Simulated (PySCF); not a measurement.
Cartesian coordinates (Å):
SMILES: [Cl]
```xyz
1

Cl     0.0000     0.0000     0.0000
```
Charge 0, spin multiplicity 2.

Task: What dipole moment, total energy and highest occupied spin orbital does PBE-D3(BJ)/def2-TZVP in PySCF give?

Result: 
The dipole moment comes out as 0.00 D. The total energy is -459.9584 Ha and the highest occupied spin orbital comes out as -8.04 eV.
